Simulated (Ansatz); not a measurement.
The input, for Ansatz 0.2.0:

```yaml
crystal:
  periodic: [false, false, false]
  atoms:
    - {symbol: F, position_ang: [0.000000, -0.613878, 1.472476]}
    - {symbol: Ga, position_ang: [0.000000, 0.320760, -0.018355]}
    - {symbol: O, position_ang: [0.000000, -0.660347, -1.521903]}
    - {symbol: H, position_ang: [0.000000, -0.135382, -2.326935]}
basis:
  gaussian: {orbitals: STO-3G, point_charges: [{charge: -0.50, position_ang: [4.475, -0.671, -0.728]}]}
total_charge: 1
magnetization: {spin_polarized: false, initial_magnetization: 2}
correlation: {method: fic_mrcisd_q, electrons: outside_noble_gas, active_space: {window: {electrons: 4, orbitals: 4}, states: [{multiplicity: 4, weights: [-1, 1]}]}}
```

```sh
$ ansatz run in.yaml --threads 1 --pin off --events-out ev --progress --plain --max-ram 2393MiB
```

(1) One thing in this input was set wrong on purpose, beside settings that are merely unusual. What is the gravest fault, and what does the program do?

Answers

(1) Impossible set of states or weights. How the run ends: refused.
```
Error: set 0 asks for 2 states and needs as many positive weights; it has [-1.0, 1.0]
```
